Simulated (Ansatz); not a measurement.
C4H4OS can be A, `Oc1cccs1`, or B, `CC#COC=S`.

Isolated molecules relaxed with PBE0-D4/def2-TZVP in Ansatz; ΔE leaves out vibrations. CBS: MP2 limit from def2 TZ/QZ plus the TZ coupled-cluster correction, frozen cores. DFT in def2-TZVPP. B3LYP here is the variant with VWN-RPA as its local correlation; programs differ in this. One conformer a species, not always the lowest.

(1) Which is lower in electronic energy at CCSD(T)/CBS, and by how much? (Best estimate.)

(2) Give E(B) − E(A) in kcal/mol with CCSD/def2-TZVPP, r2SCAN-D4, B2PLYP, MP2/def2-TZVPP, PBE-D4, ωB97M-V, B3LYP-D4. (An estimate is asked.)

Largest T1 diagnostic: 0.016.

Results:

(1) Computed: A, by 59.8 kcal/mol.

(2) Ansatz gave: CCSD/def2-TZVPP 56.9, r2SCAN-D4 61.7, B2PLYP 55.9, MP2/def2-TZVPP 62.7, PBE-D4 60.0, ωB97M-V 59.7, B3LYP-D4 56.3. None reverses the order clearly.

In def2-TZVPP, CCSD(T) changes the Hartree–Fock value by +6.1 kcal/mol (the triples alone add +1.0 kcal/mol) and MP2 by +10.9 kcal/mol. From PBE to PBE0 (25 % exact exchange), in def2-TZVPP and without D4, E(B) − E(A) moves by +4.1 kcal/mol.
